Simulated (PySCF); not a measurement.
CH3O, doublet, geometry from GFN2-xTB; PBE0/def2-SV(P) (PySCF).

PySCF was given this input:
```python
from pyscf import gto, scf, dft

mol = gto.Mole()
mol.atom = '''
    C     0.68555475    0.02506030   -0.03326015
    O    -0.67125356   -0.12186477   -0.00544343
    H    -1.09819889    0.73923507   -0.05875489
    H     1.12820553    0.97457786    0.20251259
    H     1.22669342   -0.88925661    0.09935069
'''
mol.basis = 'def2-sv(p)'
mol.spin = 1
mol.verbose = 4
mol.build()

mf = dft.ROKS(mol)
mf.xc = 'pbe0'
mf.kernel()
```

Output, abridged:

```
PySCF version 2.14.0

[INPUT] verbose = 4
[INPUT] num. atoms = 5
[INPUT] num. electrons = 17
[INPUT] charge = 0
[INPUT] spin (= nelec alpha-beta = 2S) = 1
[INPUT] symmetry False subgroup None
[INPUT] Mole.unit = angstrom
[INPUT] Symbol           X                Y                Z      unit          X                Y                Z       unit  Magmom
[INPUT]  1 C      0.685554750000   0.025060300000  -0.033260150000 AA    1.295510720895   0.047357103599  -0.062852574362 Bohr   0.0
[INPUT]  2 O     -0.671253560000  -0.121864770000  -0.005443430000 AA   -1.268485388539  -0.230291039533  -0.010286591878 Bohr   0.0
[INPUT]  3 H     -1.098198890000   0.739235070000  -0.058754890000 AA   -2.075295132401   1.396951823974  -0.111030650579 Bohr   0.0
[INPUT]  4 H      1.128205530000   0.974577860000   0.202512590000 AA    2.131999463920   1.841685242465   0.382693331876 Bohr   0.0
[INPUT]  5 H      1.226693420000  -0.889256610000   0.099350690000 AA    2.318114602606  -1.680451447359   0.187745594387 Bohr   0.0

nuclear repulsion = 35.3489748240867
number of shells = 18
number of NR pGTOs = 60
number of NR cGTOs = 34
basis = def2-sv(p)
ecp = {}

******** <class 'pyscf.dft.roks.ROKS'> ********
method = ROKS
initial guess = minao
damping factor = 0
level_shift factor = 0
DIIS = <class 'pyscf.scf.diis.CDIIS'>
diis_start_cycle = 1
diis_space = 8
diis_damp = 0
SCF conv_tol = 1e-09
SCF conv_tol_grad = None
SCF max_cycles = 50
direct_scf = True
direct_scf_tol = 1e-13
num. doubly occ = 8  num. singly occ = 1
XC library pyscf.dft.libxc version 7.1.2
    S. Lehtola, C. Steigemann, M. J. T. Oliveira, and M. A. L. Marques,  SoftwareX 7, 1–5 (2018)
XC functionals = pbe0
    C. Adamo and V. Barone,  J. Chem. Phys. 110, 6158 (1999)
    M. Ernzerhof and G. E. Scuseria,  J. Chem. Phys. 110, 5029 (1999)
radial grids:
    Treutler-Ahlrichs [JCP 102, 346 (1995); DOI:10.1063/1.469408] (M4) radial grids

becke partition: Becke, JCP 88, 2547 (1988); DOI:10.1063/1.454033
pruning grids: <function nwchem_prune>
grids dens level: 3
symmetrized grids: False
atomic radii adjust function: <function treutler_atomic_radii_adjust>
small_rho_cutoff = 0
Set gradient conv threshold to 3.16228e-05
tot grids = 57624
init E= -114.898924323888
  HOMO = -0.152723126542659  LUMO = 0.0265378436406434  gap/eV = 4.87794
cycle= 1 E= -114.777427668202  delta_E= 0.121  |g|= 0.488  |ddm|= 1.48
  HOMO = -0.0562541903736977  LUMO = 0.0763200847809835  gap/eV = 3.60753
cycle= 2 E= -114.716758340582  delta_E= 0.0607  |g|= 0.718  |ddm|= 0.599
  HOMO = -0.0834423816314067  LUMO = 0.054055961630461  gap/eV = 3.74152
cycle= 3 E= -114.822115867942  delta_E= -0.105  |g|= 0.0912  |ddm|= 0.397
  HOMO = -0.0983543196694301  LUMO = 0.0594975879910269  gap/eV = 4.29537
cycle= 4 E= -114.824060323048  delta_E= -0.00194  |g|= 0.0197  |ddm|= 0.0612
  HOMO = -0.0926581164114668  LUMO = 0.0616098691779219  gap/eV = 4.19785
cycle= 5 E= -114.82416475288  delta_E= -0.000104  |g|= 0.00613  |ddm|= 0.0177
  HOMO = -0.0929728112327965  LUMO = 0.0616766167934051  gap/eV = 4.20823
cycle= 6 E= -114.824174841787  delta_E= -1.01e-05  |g|= 0.00119  |ddm|= 0.00445
  HOMO = -0.0929896188427417  LUMO = 0.0617391595179537  gap/eV = 4.21038
cycle= 7 E= -114.824175265764  delta_E= -4.24e-07  |g|= 0.000173  |ddm|= 0.0015
  HOMO = -0.09300054677351  LUMO = 0.0617410053255933  gap/eV = 4.21073
cycle= 8 E= -114.824175275506  delta_E= -9.74e-09  |g|= 2.05e-05  |ddm|= 0.000178
  HOMO = -0.0930000696120925  LUMO = 0.0617434311131042  gap/eV = 4.21079
cycle= 9 E= -114.824175275676  delta_E= -1.69e-10  |g|= 4.47e-06  |ddm|= 6.05e-05
  HOMO = -0.0929992379140021  LUMO = 0.0617435876541821  gap/eV = 4.21077
Extra cycle  E= -114.82417527568  delta_E= -3.75e-12  |g|= 3.52e-06  |ddm|= 7.79e-06
converged SCF energy = -114.82417527568
```
